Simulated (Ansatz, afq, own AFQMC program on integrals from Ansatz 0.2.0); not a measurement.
## Si2H4, triplet in cc-pVTZ, levels against AFQMC with the constraint released

| atom | x (Å) | y (Å) | z (Å) |
| --- | --- | --- | --- |
| Si | -1.5818 | 0.0000 | 0.0000 |
| H | -2.0767 | 1.3997 | 0.0000 |
| H | -2.0767 | -0.6999 | 1.2122 |
| H | -2.0767 | -0.6999 | -1.2122 |
| H | 0.2272 | 0.0000 | 0.0000 |
| Si | 1.7972 | 0.0000 | 0.0000 |

Connectivity, by distances: SiH3 ··· Si, 1 bridging H.

Basis cc-pVTZ. Noble-gas cores (and the filled d shells of Ga–Kr and In–Xe) are frozen. AFQMC by an in-house program on the Cholesky factors that Ansatz 0.2.0 writes for its CCSD(T) run. The CISD trial takes its coefficients from CCSD amplitudes. Released means that phaseless walkers are propagated on without the constraint, phases kept. ± is one standard error of the sampling.

Determinant: UHF, the one that the program's search chose, which needn't be the lowest solution. The geometry is a point of a scan.

No full CI on the walks' own integrals is used here. The released AFQMC energy serves as the reference, which it does only where one determinant dominates, the energy is flat over the last release times and near the phaseless one (40 meV or 2 meV an electron, half that with transition metals). On small molecules, where full CI could be run and the noise was under 10 meV, such values lay within 10 meV of it in 19 cases of 20, a flattering rate, since the rule was set on those same cases; what remains of the bias isn't in the error bar.

Cautions: lower spins were not checked; the released value is read at 2.40 1/Eh with a noise of 10 meV, more than in the cases checked (meV from the phaseless value at times in 1/Eh: -9 ± 7 at 0.24, -3 ± 10 at 0.51, -14 ± 6 at 0.99, -14 ± 5 at 1.62, -9 ± 10 at 2.40).

```
T1 diagnostic                               : 0.0227
weight of the determinant in the CISD state : 0.842
⟨S²⟩ of the determinant                     : 2.033
size of the correlated space                : 12 electrons in 114 orbitals
```

```csv
level,correlation energy (eV)
MP2,-5.8396
CCSD,-7.1006
CCSD(T),-7.3586
```

(1) Estimate where phaseless AFQMC with a CISD trial lies against CCSD(T) on the same integrals.

(1) 4.4 ± 0.5 kJ/mol below CCSD(T).

Reference: AFQMC with the constraint released, correlation energy -7.413 ± 0.010 eV.

| level | E − E(reference) (kJ/mol) | share of correlation (%) |
| --- | --- | --- |
| CCSD(T) | 5.2 ± 1.0 | 99.27 |
| ph-AFQMC/CISD | 0.8 ± 1.1 | 99.88 |

A walk keeps the symmetry of its determinant, which the program's search chose and which needn't be the lowest solution, so a lower state of the same spin and another symmetry isn't excluded. Released energies are given only where the last usable release times agree within the noise; a slower fall can still hide under it.
